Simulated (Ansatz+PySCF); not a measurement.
Two shapes of doublet HClO(+).

Shape 1:

```xyz
3

O     0.0000   -0.4343    0.2552
H     0.0000    0.3102    0.9143
Cl    0.0000    0.1241   -1.1695
```

Shape 2:

```xyz
3

O     0.0000   -0.4465    0.2863
H     0.0000    0.2981    0.9453
Cl    0.0000    0.1484   -1.2316
```

Basis set: cc-pVTZ on H, O; cc-pV(T+d)Z on Cl (spherical functions). Frozen core: 6 orbitals. Correlation on ROHF uses semicanonical orbitals with singles. Charge 1, multiplicity 2.

Computed with Ansatz (development build ahead of 0.2.0) and PySCF 2.14.0; each method stands on the lowest determinant of its kind that the runs found.

**Question.** Which shape is lower in energy, and by how much in each method?

**Answer.**

```csv
method,E(2) − E(1) (eV)
ROHF,0.239
UHF,0.228
ROHF-CCSD(T),-0.007
```

The methods disagree on the order. Caution for ROHF-CCSD(T): large amplitudes, a single reference is doubtful.
